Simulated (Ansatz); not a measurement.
# AlH3 (SMILES [AlH3]): HF/STO-3G

What is the vertical electron affinity of AlH3 at HF/STO-3G? 

The results are computed with Ansatz 0.2.0.

35 further runs of the same task are left out: 1 that didn't finish, 34 set aside as unsound or not needed.

## (1) Starting point

AlH3: 4 atoms, total charge 0, spin state singlet. SMILES: `[AlH3]`. The coordinates come from a PBE0-D4/def2-TZVP relaxation.

Bond lengths: Al1–H2 1.586 Å, Al1–H3 1.586 Å, Al1–H4 1.586 Å. Angles: H2–Al1–H3 120.0°, H2–Al1–H4 120.0°, H3–Al1–H4 120.0°.

## (2) A single-point energy at HF/STO-3G

File input.yaml:

```yaml
crystal:
  periodic: [false, false, false]
  atoms:
    - {symbol: Al, position_ang: [0.013700, -0.014800, -0.005100]}
    - {symbol: H, position_ang: [0.633200, 0.670900, 1.283600]}
    - {symbol: H, position_ang: [-1.340800, -0.832000, 0.105100]}
    - {symbol: H, position_ang: [0.749400, 0.115700, -1.403900]}
basis:
  gaussian:
    orbitals: STO-3G
accuracy: high
hamiltonian:
  xc: hf
output: {orbitals: {seedname: orbitals}}
```

Command:

```bash
ansatz run input.yaml --threads 1 --pin off --max-ram 3480MiB --events-out events.jsonl --progress --plain --runs-dir runs
```

Log:

```text
Warning: RAYON_NUM_THREADS=1 ignored (pool sized by the plan → 1); use --threads N
Functional definition: HF
  name "HF"
  exchange = exact_x
  correlation = 0
181 factors; integrals over basis functions are off by at most 9.2e-9 eV
mean field evaluation 1: about -6549.5109 eV, gradient 1.2e1 eV
mean field evaluation 2: about -6549.5011 eV, gradient 1.2e1 eV
mean field evaluation 4: about -6550.1326 eV, gradient 4.9e-1 eV
mean field evaluation 8: about -6550.1333 eV, gradient 3.0e-5 eV
mean field -6550.13327258 eV, -240.7129579276 hartree, gradient 5.8e-8 eV, S^2 0.000000; 0 other end points of the search recorded, 0 dependent functions left out
reference -6550.13327258 eV, -240.7129579276 hartree; 8, 8 occupied and 4, 4 virtual orbitals, 181 factors
Total energy: -6550.13327258 eV, -240.7129579276 hartree
```

Run time: 0.06 s. Hardware: 1 thread of Arm Neoverse V1, shared host.

## (3) The doublet anion, same level

File job.yaml:

```yaml
basis:
  gaussian: {orbitals: STO-3G}
crystal:
  periodic: [false, false, false]
  atoms:
    - {symbol: Al, position_ang: [0.013700, -0.014800, -0.005100]}
    - {symbol: H, position_ang: [0.633200, 0.670900, 1.283600]}
    - {symbol: H, position_ang: [-1.340800, -0.832000, 0.105100]}
    - {symbol: H, position_ang: [0.749400, 0.115700, -1.403900]}
accuracy: high
total_charge: -1
magnetization: {spin_polarized: true, initial_magnetization: 1}
hamiltonian: {xc: hf}
output: {orbitals: {seedname: orbitals}}
```

Command:

```bash
ansatz run job.yaml --threads 1 --pin off --max-ram 3480MiB --events-out events.jsonl --progress --plain --runs-dir runs
```

Log:

```text
Warning: RAYON_NUM_THREADS=1 ignored (pool sized by the plan → 1); use --threads N
[... 4 set-up lines as earlier in the session ...]
181 factors; integrals over basis functions are off by at most 9.2e-9 eV
mean field evaluation 1: about -6537.5943 eV, gradient 7.9e0 eV
mean field evaluation 2: about -6537.6463 eV, gradient 7.9e0 eV
mean field evaluation 4: about -6538.2115 eV, gradient 5.9e-1 eV
mean field evaluation 8: about -6538.2168 eV, gradient 2.0e-3 eV
mean field evaluation 16: about -6541.9433 eV, gradient 7.4e-5 eV
mean field -6541.94327233 eV, -240.4119809696 hartree, gradient 2.3e-8 eV, S^2 0.771229; 0 other end points of the search recorded, 0 dependent functions left out
reference -6541.94327233 eV, -240.4119809696 hartree; 9, 8 occupied and 3, 4 virtual orbitals, 181 factors
Total energy: -6541.94327233 eV, -240.4119809696 hartree
```

It took 0.08 s on 1 thread of Arm Neoverse V1, shared host.

## (4) Outcome

Level: HF/STO-3G.

```
                                         quantity          value
                       singlet AlH3: total energy  -240.71296 Eh
                        singlet AlH3: HOMO energy       -9.15 eV
                        singlet AlH3: LUMO energy        8.83 eV
                      singlet AlH3: HOMO–LUMO gap       17.98 eV
                      doublet anion: total energy  -240.41198 Eh
doublet anion: HOMO energy (highest over α and β)        7.58 eV
 doublet anion: LUMO energy (lowest over α and β)       20.21 eV
                              doublet anion: ⟨S²⟩          0.771
vertical electron affinity (to the doublet anion)      -8.190 eV
```

**Reading.** The anion lies 8.19 eV (189 kcal/mol) above the neutral: the electron isn't bound at this level, and such a value depends on the basis. Without diffuse functions anions come out too high. Hartree–Fock misses the correlation that binds many anions. In a minimal basis such a difference can be off by several eV, whatever the method. The HOMO (doublet anion) lies at positive energy, 7.58 eV: the electron is unbound at this level or held by a compact basis; values depend on the basis.
